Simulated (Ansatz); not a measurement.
## Two structures, one formula

The two ends of one reaction step of BNH$_{6}$O, singlet (PBE0-D4/def2-TZVP).

A:

| atom | x (Å) | y (Å) | z (Å) |
| --- | --- | --- | --- |
| B1 | -1.1047 | -0.3205 | 1.0046 |
| N2 | -0.5309 | 0.8098 | 0.4552 |
| H3 | -1.9936 | -0.2124 | 1.8009 |
| H4 | -0.6955 | -1.3983 | 0.6685 |
| H5 | 1.1317 | -0.6767 | -2.0254 |
| O6 | 1.6350 | -0.0721 | -1.4739 |
| H7 | 0.2213 | 0.7646 | -0.2204 |
| H8 | -0.8250 | 1.7420 | 0.6922 |
| H9 | 2.1616 | -0.6363 | -0.9017 |

B:

```json
{"atom": "B1", "x (Å)": "-0.3383", "y (Å)": "-0.6285", "z (Å)": "-0.0754"}
{"atom": "N2", "x (Å)": "-0.0226", "y (Å)": "0.9799", "z (Å)": "0.2917"}
{"atom": "H3", "x (Å)": "-1.4758", "y (Å)": "-0.5694", "z (Å)": "-0.5079"}
{"atom": "H4", "x (Å)": "-0.2487", "y (Å)": "-1.1969", "z (Å)": "1.0005"}
{"atom": "H5", "x (Å)": "-0.0218", "y (Å)": "1.5075", "z (Å)": "-0.5761"}
{"atom": "O6", "x (Å)": "0.6401", "y (Å)": "-0.9820", "z (Å)": "-1.0632"}
{"atom": "H7", "x (Å)": "0.8895", "y (Å)": "1.0879", "z (Å)": "0.7243"}
{"atom": "H8", "x (Å)": "-0.7286", "y (Å)": "1.3668", "z (Å)": "0.9097"}
{"atom": "H9", "x (Å)": "1.3063", "y (Å)": "-1.5652", "z (Å)": "-0.7036"}
```

Ansatz 0.2.0; basis: def2-TZVPP; cores frozen in the correlated methods. B3LYP uses VWN-RPA correlation.

Problem. Which structure is lower at CCSD(T), and by how much? (Judge from chemistry; the value comes from the calculation.)

Solution. By the calculation: B, by 0.329 eV (electronic energy, against the other). By their contacts, A is a complex of BNH₄ ([BH2][NH2]) + H₂O and B is BNH₆O ([NH3][BH2][OH]).

All methods give the same order:

```
      method  E(B) − E(A) (eV)
       SPW92            -0.580
      PBE-D4            -0.341
     BLYP-D4            -0.204
   r2SCAN-D4            -0.376
      B97M-V            -0.344
     PBE0-D4            -0.380
    B3LYP-D4            -0.249
  r2SCAN0-D4            -0.399
    BHLYP-D4            -0.288
CAM-B3LYP-D4            -0.299
     wB97X-V            -0.345
     wB97M-V            -0.320
      B2PLYP            -0.266
    PBE-QIDH            -0.407
  RPA on PBE            -0.293
          HF            -0.142
         MP2            -0.352
        CCSD            -0.313
     CCSD(T)            -0.329
```

No T1 diagnostic of these runs exceeds 0.012.

Labels in which every atom is bracketed show which atoms are joined, not bond orders.

For scale, one of the runs: CCSD(T)/def2-TZVPP, 177 basis functions, launched by `ansatz run in.yaml --threads 2 --pin off --events-out ev --progress --plain --max-ram 4352MiB`. Time: 28 s of wall clock on 2 CPU threads of an Arm Neoverse V2; the host was shared. Peak host memory: 1.7 GiB.
